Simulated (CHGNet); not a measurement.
## Chalcopyrite CuGaSe₂

Computed with the machine-learned potential CHGNet 0.3.0 (trained on PBE and PBE+U data).

Cell: relaxed at this level.

For chalcopyrite CuGaSe₂, the lattice parameter a is 5.685 Å and the lattice parameter c is 11.164 Å.

Measured, for comparison: lattice constant a 5.619 Å (293 K, not corrected to a static lattice, our sources range from 5.596 to 5.619; as tabulated in Souilah et al., J. Solid State Chem. 183, 2274 (2010), by the Crystallography …); lattice parameter c 11.026 Å (293 K, not corrected to a static lattice; as tabulated in Souilah et al., J. Solid State Chem. 183, 2274 (2010), by the Crystallography …). Computed (rounded) less measured: lattice constant a +1.2 % (+1.2 % to +1.6 % over the range), lattice parameter c +1.3 %.

A machine-learned potential is trained on density-functional data: it inherits that level's misses and adds fitting errors of its own.

Note: the model gives imaginary modes for this phase (in the spectrum interpolated from a supercell).
